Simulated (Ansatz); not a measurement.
# Lattice parameter a of some fcc solids

Method: RPBE (PAW; Ansatz, a first-principles code). References are measured values corrected to a static lattice.

Values in Å.

| solid | reference | RPBE | error (%) |
|---|---|---|---|
| fcc Rh | 3.794 | 3.853 | +1.56 |
| fcc Pb | 4.902¶ | 5.107 | +4.18 |
| fcc Sr | 6.045¶ | 6.156 | +1.84 |
| fcc Ni | 3.508 | 3.553 | +1.28 |
| fcc Au | 4.062 | 4.199 | +3.37 |
| fcc Pd | 3.876 | 3.980 | +2.68 |
| fcc Ca | 5.553¶ | 5.622 | +1.24 |
| fcc Cu | 3.595¶ | 3.672 | +2.14 |
| fcc Ag | 4.062 | ? | ? |
| fcc Al | 4.018 | 4.065 | +1.17 |
| fcc Pt | 3.913 | 3.993 | +2.04 |

Q: Estimate the withheld RPBE value.

A: The errors of the other rows run from +1.17 % to +4.18 %, with a median of +1.94 %; carried to the reference 4.062 it gives 4.141 Å. The run gives 4.211 Å (+3.67 %), +1.69 % from the estimate; the row was drawn at random, and such an estimate is rough. Over these 11 solids the mean error is +2.29 %, the mean absolute error 2.29 % (median 2.04 %), and the worst case fcc Pb at +4.18 %; the value is too high in 11 of 11 cases.

All these references are brought to a static lattice.

Spin–orbit coupling is left out, also for the solids with elements from indium on (fcc Pb, fcc Au, fcc Pt); its size isn't shown.

¶ marks references of a special kind: fcc Pb, 4.902 Å (measured, low-temperature or extrapolated to 0 K; zero-point anharmonic expansion removed, our sources range from 4.902 to 4.912; as tabulated in Csonka et al. (2009), arXiv:0903.4037); fcc Sr, 6.045 Å (measured, low-temperature or extrapolated to 0 K; zero-point anharmonic expansion removed; as tabulated in Csonka et al. (2009), arXiv:0903.4037); fcc Ca, 5.553 Å (measured, low-temperature or extrapolated to 0 K; zero-point anharmonic expansion removed; as tabulated in Csonka et al. (2009), arXiv:0903.4037); fcc Cu, 3.595 Å (measured, low-temperature or extrapolated to 0 K; zero-point anharmonic expansion removed; as tabulated in Csonka et al. (2009), arXiv:0903.4037).

Differences are worked out from the printed values.

Ansatz's density-functional and Hartree–Fock values are scalar-relativistic unless marked +SOC, with PAW data made under PBE.

Ansatz's runs of these crystals have no spin polarisation, but for fcc Ni.

Density-functional runs with spin start from parallel moments for fcc Ni.

Not in this set, of the fcc solids with a reference value in our tables and a result at some level: 1 for no value at RPBE (not run, a failed fit, an unstable or unbound cell, or a value held back for tests). These can be a level's best or worst cases. At least 1 more with a reference value is held back for tests. Solids without a released value at any level aren't counted. Layered and molecular crystals are counted apart. The metals Ce to Yb are counted apart.

References as tabulated in Mejia-Rodriguez and Trickey (2018), arXiv:1807.09216; Csonka et al. (2009), arXiv:0903.4037.
